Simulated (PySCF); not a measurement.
# HS− (hydrosulfide) at 6 levels

Wanted: a comparison of 6 runs (B2PLYP/SBKJC, PBE0/SBKJC, UPBE0/SBKJC, wB97X-V/SBKJC, CCSDT(Q)/SBKJC, UCCSD(T)/SBKJC) of HS− (hydrosulfide). Input form: a Python script.

Program for the calculation: PySCF 2.14.0.

13 further runs of the same task are left out: 3 that didn't finish, 10 set aside as unsound or not needed.

## Step 1: The molecule

HS− has 2 atoms, charge -1, and is taken as a singlet. As SMILES, `[SH-]`. The S1–H2 distance was set to 1.615 Å, away from the relaxed value.

Bond lengths: S1–H2 1.615 Å.

## Step 2: The energy at B2PLYP/SBKJC (core potential) (run 1)

input.xyz reads:

```xyz
2

S      0.804614    -0.263071     0.413717
H     -0.574700     0.187900    -0.295500
```

calc.py reads:

```python
from pyscf import gto, dft, mp

mol = gto.Mole()
mol.atom = 'input.xyz'
mol.ecp = {'S': 'sbkjc'}
mol.basis = 'sbkjc'
mol.charge = -1
mol.verbose = 3
mol.max_memory = 1860
mol.build()

mf = dft.RKS(mol, xc='0.53*HF + 0.47*B88, 0.73*LYP')
mf.grids.level = 5
mf.conv_tol = 1e-10
mf.kernel()
if not mf.converged:
    mf = mf.newton().run(mf.mo_coeff, mf.mo_occ)

pt = mp.MP2(mf).run()
e_tot = mf.e_tot + 0.27 * pt.e_corr
print('PT2 part  %.8f' % (0.27 * pt.e_corr))
print('E = %.10f Eh' % e_tot)
```

Command:

```sh
$ OMP_NUM_THREADS=1 python calc.py
```

Log:

```text
converged SCF energy = -10.6386249687488
E(RMP2) = -10.6994419274388  E_corr = -0.0608169586900616
E(SCS-RMP2) = -10.7035802509176  E_corr = -0.0649552821688714
PT2 part  -0.01642058
E = -10.6550455476 Eh
```

It took 1.1 s on 1 thread of Arm Neoverse V1, shared host; peak memory 0.14 GiB.

## Step 3: The energy at PBE0/SBKJC (core potential) (run 2)

job.py reads:

```python
from pyscf import gto, dft

molecule = gto.M(
    atom='''
S      1.520500    -0.497132     0.781812
H     -1.086026     0.355080    -0.558414
''',
    max_memory=1860,
    charge=-1,
    verbose=3,
    basis='sbkjc',
    ecp={'S': 'sbkjc'},
    unit='bohr',
)

mf = dft.RKS(molecule)
mf.xc = 'pbe0'
mf.grids.level = 5
mf.conv_tol = 1e-10
mf.kernel()
if not mf.converged:
    mf = mf.newton().run(mf.mo_coeff, mf.mo_occ)

energy = mf.e_tot
print(f'total energy: {energy:.8f} hartree')
```

Command:

```sh
$ OMP_NUM_THREADS=1 python job.py
```

Log:

```text
converged SCF energy = -10.7345784885268
total energy: -10.73457849 hartree
```

Run time: 1.1 s. Hardware: 1 thread of Arm Neoverse V1, shared host; peak memory 0.14 GiB.

## Step 4: A single-point energy at UPBE0/SBKJC (core potential) (run 3)

job.py reads:

```python
from pyscf import gto, dft

mol = gto.M(
    atom=[
    ('S', (0.804614, -0.263071, 0.413717)),
    ('H', (-0.574700, 0.187900, -0.295500)),
],
    max_memory=1860,
    verbose=3,
    basis='sbkjc',
    spin=0,
    ecp={'S': 'sbkjc'},
    charge=-1,
)

mf = dft.UKS(mol)
mf.xc = 'pbe0'
mf.grids.level = 5
mf.conv_tol = 1e-10
mf.kernel()
if not mf.converged:
    mf = mf.newton().run(mf.mo_coeff, mf.mo_occ)
for _ in range(3):
    mo, _, stable, _ = mf.stability(return_status=True)
    if stable:
        break
    mf.kernel(mf.make_rdm1(mo, mf.mo_occ))

etot = mf.e_tot
print(f'total energy: {etot:.8f} hartree')
```

Command:

```sh
$ OMP_NUM_THREADS=1 python job.py
```

Log:

```text
converged SCF energy = -10.7345785091109  <S^2> = 7.0077277e-13  2S+1 = 1
<class 'pyscf.dft.uks.UKS'> wavefunction is stable in the internal stability analysis
total energy: -10.73457851 hartree
```

It took 2.3 s on 1 thread of Arm Neoverse V1, shared host; peak memory 0.24 GiB.

Runs 4 to 5 aren't shown in full; the table further down has their settings and results.

## Step 5: The energy at UCCSD(T)/SBKJC (core potential) (run 6)

input.py reads:

```python
from pyscf import gto, scf, cc

mol = gto.M(
    atom='S 0.804614 -0.263071 0.413717; H -0.574700 0.187900 -0.295500',
    basis='sbkjc',
    ecp={'S': 'sbkjc'},
    charge=-1,
    verbose=3,
    max_memory=1860,
)

mf = scf.UHF(mol)
mf.conv_tol = 1e-10
mf.kernel()
if not mf.converged:
    mf = mf.newton().run(mf.mo_coeff, mf.mo_occ)
for _ in range(3):
    mo, _, stable, _ = mf.stability(return_status=True)
    if stable:
        break
    mf.kernel(mf.make_rdm1(mo, mf.mo_occ))

mycc = cc.CCSD(mf)
mycc.kernel()
e_t = mycc.ccsd_t()
etot = mycc.e_tot + e_t
print('Final energy', etot)
```

Command:

```sh
$ OMP_NUM_THREADS=1 python input.py
```

Log:

```text
converged SCF energy = -10.4889513172114  <S^2> = 3.7596593e-12  2S+1 = 1
<class 'pyscf.scf.uhf.UHF'> wavefunction is stable in the internal stability analysis
E(UCCSD) = -10.54941078339773  E_corr = -0.06045946618631517
UCCSD(T) correction = -0.000545329811273974
Final energy -10.549956113209003
```

It took 0.89 s on 1 thread of Arm Neoverse V1, shared host; peak memory 0.12 GiB.

## Step 6: Overview of the runs

```tsv
run	level	frozen core orbitals	follow instability	energy (Eh)	HOMO energy (eV)	LUMO energy (eV)	HOMO–LUMO gap (eV)	wall time
1	B2PLYP/SBKJC (core potential)	0	–	-10.655046	-0.42	8.30	8.72	1.1 s
2	PBE0/SBKJC (core potential)	–	–	-10.734578	0.59	6.89	6.30	1.1 s
3	UPBE0/SBKJC (core potential)	–	yes	-10.734579	0.59	6.89	6.30	2.3 s
4	wB97X-V/SBKJC (core potential)	–	–	-10.723569	-1.74	9.20	10.93	3.6 s
5	CCSDT(Q)/SBKJC (core potential)	0	–	-10.550167	-2.25	10.54	12.79	0.93 s
6	UCCSD(T)/SBKJC (core potential)	0	yes	-10.549956	-2.25	10.54	12.79	0.89 s
```

## Step 7: Outcome

```
                                                    quantity         value
                                         run 6: total energy  -10.54996 Eh
                  run 6: HOMO energy (Hartree–Fock orbitals)      -2.25 eV
                  run 6: LUMO energy (Hartree–Fock orbitals)      10.54 eV
run 6: HOMO–LUMO gap (to an unbound level, set by the basis)      12.79 eV
                                   run 6: correlation energy     -61.0 mEh
                                       run 6: (T) correction     -0.55 mEh
                                        run 6: T1 diagnostic         0.008
```

What this shows: Over runs 1, 2, 3, 4 the HOMO–LUMO gap runs from 6.30 eV (UPBE0/SBKJC) to 10.93 eV (wB97X-V/SBKJC). The empty levels of an anion lie above zero and hang on the basis. Totals of different functionals can't be ranked against each other. In runs 2, 3 the HOMO lies above zero, so the outermost electron may be held by the basis alone. All runs together took 10 s, the longest 3.6 s.
